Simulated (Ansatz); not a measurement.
AlH3OSi, SMILES [O]1[AlH][SiH2]1, vertical and adiabatic energies of changing the electron count

Program: the Python package of Ansatz (0.2.0).

`adiabatic_alh3osi.py`:
```python
"""How AlH3OSi relaxes after losing an electron."""

import itertools

import ansatz as az
from ase.data import atomic_numbers, covalent_radii
import numpy as np

geometry = (
    az.Crystal.molecule()
    .atom("O", [-1.0876, -0.6505, -0.3403])
    .atom("Al", [0.5198, -1.3319, -0.0262])
    .atom("Si", [-0.2689, 0.8593, -0.1644])
    .atom("H", [1.6837, -2.0727, 0.8666])
    .atom("H", [-0.1241, 1.5655, -1.4485])
    .atom("H", [-0.6807, 1.5663, 1.0667])
)

calculation = (
    geometry.calculation()
    .basis(gaussian="def2-SVP")
    .functional("r2SCAN")
)
symbols = [site.symbol for site in geometry.cartesian_sites]
start = np.array([site.position_ang for site in geometry.cartesian_sites], dtype=float)
rep = calculation.relax(force_tolerance=0.01).run().report
end = np.array(rep["positions_ang"])

minimum = az.Crystal.molecule()
for symbol, place in zip(symbols, end):
    minimum = minimum.atom(symbol, place.tolist())
ion = (
    minimum.calculation()
    .basis(gaussian="def2-SVP")  # the orbital basis, by name
    .functional("r2SCAN")
    .charge(1)  # electrons removed from the neutral system
    .spin("collinear", total=1)  # spin-polarised run
)
vertical = ion.run().report
settled = ion.relax(force_tolerance=0.01, max_steps=80).run().report
print(f"vertical ionisation energy   {vertical['free_energy_ev'] - rep['free_energy_ev']:.3f} eV")
print(f"adiabatic, no zero point     {settled['free_energy_ev'] - rep['free_energy_ev']:.3f} eV")
print(f"relaxation energy of the ion {vertical['free_energy_ev'] - settled['free_energy_ev']:.3f} eV")
ionised = np.array(settled["positions_ang"])
# pairs closer than 1.2 times the sum of covalent radii, before or after
radius = [covalent_radii[atomic_numbers[s]] for s in symbols]
span = lambda where, i, j: np.linalg.norm(where[i] - where[j])
bonded = [(i, j) for i, j in itertools.combinations(range(len(symbols)), 2) if min(span(end, i, j), span(ionised, i, j)) < 1.2 * (radius[i] + radius[j])]
print("pair        before    after (A)")
for i, j in bonded:
    print(f"{symbols[i]}{i}-{symbols[j]}{j}".ljust(10), f"{span(end, i, j):8.4f} {span(ionised, i, j):8.4f}")
for first, second in list(itertools.combinations(bonded, 2)):
    shared = set(first) & set(second)
    if shared and symbols[(j := shared.pop())] != "H":
        i, k = sorted((set(first) | set(second)) - {j})
        u, v = ionised[i] - ionised[j], ionised[k] - ionised[j]
        angle = np.degrees(np.arccos(np.clip(u @ v / np.linalg.norm(u) / np.linalg.norm(v), -1, 1)))
        print(f"final angle {symbols[i]}{i}-{symbols[j]}{j}-{symbols[k]}{k}: {angle:.2f} deg")
```

Running `python adiabatic_alh3osi.py` prints:
```text
vertical ionisation energy   8.402 eV
adiabatic, no zero point     7.744 eV
relaxation energy of the ion 0.659 eV
pair        before    after (A)
O0-Al1       1.7553   1.7230
O0-Si2       1.7223   1.6725
Al1-Si2      2.2911   2.5790
Al1-H3       1.5807   1.5574
Si2-H4       1.4961   1.4781
Si2-H5       1.4960   1.4781
final angle Al1-O0-Si2: 98.84 deg
final angle O0-Al1-Si2: 39.85 deg
final angle O0-Al1-H3: 148.26 deg
final angle O0-Si2-Al1: 41.31 deg
final angle O0-Si2-H4: 116.28 deg
final angle O0-Si2-H5: 116.28 deg
final angle Si2-Al1-H3: 171.89 deg
final angle Al1-Si2-H4: 118.95 deg
final angle Al1-Si2-H5: 118.95 deg
final angle H4-Si2-H5: 120.17 deg
```

The energies are electronic: no zero-point or thermal terms, and the basis set is short of its limit. The product may relax into another structure. Each relaxation finds its nearest minimum, which needn't be the lowest. Timing: 94 s on 1 thread of Arm Neoverse V2 (shared host), peak memory 0.26 GiB.
